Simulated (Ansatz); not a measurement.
Energy needed to pull apart CH6BN (SMILES BCN), closed shell, into free ground-state atoms, from the structure below (displaced at random from a GFN2-xTB minimum); no zero-point or spin–orbit terms; open-shell atoms are treated unrestricted, in their ground-state multiplicity.

B1  (0.386, 1.240, -0.167)
C2  (0.241, -0.246, -0.272)
N3  (-0.528, -0.935, 0.672)
H4  (1.221, 1.857, -0.736)
H5  (-0.230, 1.998, 0.606)
H6  (-0.200, -0.514, -1.335)
H7  (1.362, -0.773, -0.243)
H8  (-0.657, -1.977, 0.478)
H9  (-1.524, -0.634, 0.669)
(Å)

Computed with Ansatz 0.2.0 (basis: def2-TZVPP); correlated methods freeze the cores.

| method | atomization energy (eV) |
| --- | --- |
| PBE-D4 | 32.58 |
| revPBE-D4 | 31.85 |
| r2SCAN-D4 | 31.93 |
| PBE0-D4 | 32.04 |
| r2SCAN0-D4 | 31.53 |
| wB97M-V | 32.08 |
| HF | 23.17 |
| MP2 | ? |
| CCSD | ? |
| CCSD(T) | 30.98 |

(1) What does MP2 give? (Judge from chemistry; the value comes from the calculation.)

(2) What does CCSD give? (To be estimated.)

T1 diagnostic: at most 0.011.

## Answers

(1) Computed: 31.18 eV, which is about 0.20 eV more than CCSD(T)/def2-TZVPP.

(2) The calculation gives: 30.61 eV, which is about 0.38 eV less than CCSD(T)/def2-TZVPP.

In triple zeta the MP2 and coupled-cluster atomization energies are still short of their basis limit by a few kcal/mol a bond, whereas those of the functionals are nearly converged, so these differences are not deviations from converged CCSD(T).

For scale, one of the runs: CCSD(T)/def2-TZVPP forces, 177 basis functions (an equivalent command: `ansatz run in.yaml --threads 4`). Time: 86 s of wall clock on 4 CPU threads; the host was shared. Peak host memory: 3.3 GiB.
